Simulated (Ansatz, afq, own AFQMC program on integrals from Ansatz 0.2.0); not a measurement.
Integrals from Ansatz 0.2.0, then the random walk in our own AFQMC program (afq).

```yaml
crystal:
  periodic: [false, false, false]
  atoms:
    - {symbol: Si, position_ang: [0.000000, 0.000000, 0.000000]}
    - {symbol: Si, position_ang: [0.000000, 0.000000, 2.254714]}
basis:
  gaussian: {orbitals: 6-31G}
magnetization: {spin_polarized: true, initial_magnetization: 2}
correlation: {method: ccsd_t, electrons: outside_noble_gas, hamiltonian_folder: ham}
```

```sh
$ ansatz run in.yaml --threads 1 --pin off --events-out ev --progress --plain --max-ram 24576MiB --backend cuda --devices 0, --max-vram 18GiB
```

afq runs on the folder ham with

```
--method phaseless --trial cisd --walkers 4000 --populations 20 --least-time 60 --time-step 0.005 --steps-per-block 50 --equilibration-blocks 28 --max-blocks 4000 --target-error 0.00017 --factor-cut 1e-05 --start spin_pure --seed 7734 --release-times 0.24,0.51,0.99,1.62,2.4 --release-step 0.03 --release-every 3 --taylor-order 6
```

Times are imaginary, in 1/Eh. The walk had a cap of 122 s. With eight or more populations the least sampling time is a fifth of least-time, and the error comes from their spread.

Output of the walk:

```
orbitals 16  electrons 5 3  factors 87 of 280
reference energy -577.67159508 Eh
CCSD correlation -0.10868699 Eh in 11 cycles, weight of the determinant in the CISD state 0.8625
energy of the start -577.779875 Eh
 block  time / (1/Eh)  mean weight  energy / Eh
     1     0.250  0.9999  -577.778892
     2     0.500  1.0000  -577.778923
     3     0.750  1.0000  -577.779470
     4     1.000  1.0000  -577.780201
     5     1.250  1.0000  -577.780924
     7     1.750  1.0001  -577.782345
     9     2.250  0.9999  -577.783856
    11     2.750  1.0001  -577.784681
    15     3.750  0.9998  -577.785342
    19     4.750  1.0000  -577.785854
    23     5.750  1.0000  -577.785973
    27     6.750  1.0001  -577.785659
    31     7.750  0.9999  -577.786192
    35     8.750  0.9999  -577.785538
    39     9.750  1.0001  -577.785331
    43    10.750  0.9999  -577.785574
    45    11.250  1.0001  -577.786349
    47    11.750  1.0000  -577.785669
    51    12.750  1.0000  -577.785452
    55    13.750  0.9999  -577.784469
    59    14.750  1.0000  -577.784454
    63    15.750  0.9999  -577.785506
    67    16.750  1.0001  -577.785041
    71    17.750  1.0001  -577.784966
    75    18.750  1.0000  -577.784360
    79    19.750  1.0000  -577.784899
    83    20.750  0.9999  -577.784884
    87    21.750  1.0001  -577.785354
error from the spread of 20 populations
released: time / (1/Eh)  energy / Eh  error  mean overlap
  0.24  -577.785552  0.000181  0.9986
  0.51  -577.785752  0.000136  0.9989
  0.99  -577.786159  0.000112  0.9992
  1.62  -577.786518  0.000097  1.0014
  2.40  -577.786528  0.000300  0.9977
energy -577.785425 +/- 0.000156 Eh
(rows thinned)
```

The run passed its tests (sampling time, drift between the halves within three errors, error under three times the target), which doesn't prove that it has relaxed. The second half of the sampling lies above the first by 1.8 errors of their difference, so the energy may still be moving and its error bar be too small.

Against this walk (error 4.3 meV) on the same determinant: CCSD(T) 20.0 meV higher, CCSDT(Q) 40.3 meV lower, CCSDTQ 44.2 meV lower, full CI 49.1 meV lower. The error is statistical and leaves out the bias of the constraint. Released to 2.40 1/Eh the energy lies 30 ± 9 meV (both errors) below the phaseless value, which shows part or all of the bias of the constraint, and full CI lies 19.1 meV below the released value. Full CI is exact here, so the walk's 49 meV above it is the walk's own error: the bias of the constraint with this trial, or a walk that hasn't relaxed.

Cautions: constraint bias not in the error; lower spins were not checked; an unrestricted solution with more broken spin lies lower (339 meV, ⟨S²⟩ 2.60).

The walk took 20 s on 1 × NVIDIA H100 80GB HBM3 with 2 threads of AMD EPYC 7R13 Processor (Zen 3), on a shared host (the card was shared). The log's last line is the phaseless energy.

CCSDT and higher add their correlation energy to the determinant of the CCSD(T) run, since their own runs factorise the integrals more tightly (a shift of under 2 meV). A walk keeps the symmetry of its determinant, which the program's search chose and which needn't be the lowest solution, so a lower state of the same spin and another symmetry isn't excluded.
